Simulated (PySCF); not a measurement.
Basis-set dependence of BF at MP2

PySCF, RHF reference; singlet, unpaired electrons none; De to B + F without counterpoise correction. Frozen cores follow the default of each basis and core potential.

| basis | relativity | functions | Re (Å) | ωe (cm⁻¹) | De (eV) | frozen orbitals |
| --- | --- | --- | --- | --- | --- | --- |
| STO-3G | no relativity | 10 | 1.251 | 1629 | n/a | 2 |
| x2c-SVPall | spin-free X2C | 28 | 1.269 | 1431 | 7.91 | 2 |
| jorge-DZP-DKH | spin-free X2C | 30 | 1.291 | 1355 | 7.51 | 2 |
| def2-SVPD | no relativity | 43 | 1.281 | 1352 | 7.84 | 2 |
| aug-cc-pVDZ | no relativity | 46 | 1.304 | 1263 | 7.56 | 2 |
| def2-TZVPP | no relativity | 62 | 1.269 | 1409 | 8.07 | 2 |
| def2-TZVPPD | no relativity | 77 | 1.271 | 1401 | 8.07 | 2 |

Q: How does each smaller set differ from the one with most functions, def2-TZVPPD?

A: STO-3G: -2.0 pm, +16.3 % in ωe; x2c-SVPall: -0.2 pm, +2.1 % in ωe, -0.16 eV in De; jorge-DZP-DKH: +2.0 pm, -3.3 % in ωe, -0.56 eV in De; def2-SVPD: +1.0 pm, -3.5 % in ωe, -0.23 eV in De; aug-cc-pVDZ: +3.3 pm, -9.9 % in ωe, -0.51 eV in De; def2-TZVPP: -0.2 pm, +0.6 % in ωe, +0.00 eV in De. All at MP2; the set with most functions is neither the basis-set limit nor always the best. The rows treat relativity differently, so the differences are not basis effects alone.

Correlated steps freeze 2 core orbitals. Correlated levels converge slowly with the basis: in double zeta they bind strong bonds too weakly, by up to about 1 eV, and carry superposition errors of some tenths. Where the molecule has an RHF reference, its open-shell atoms are computed with UHF. STO-3G is very small, so such numbers show the basis as much as the molecule.
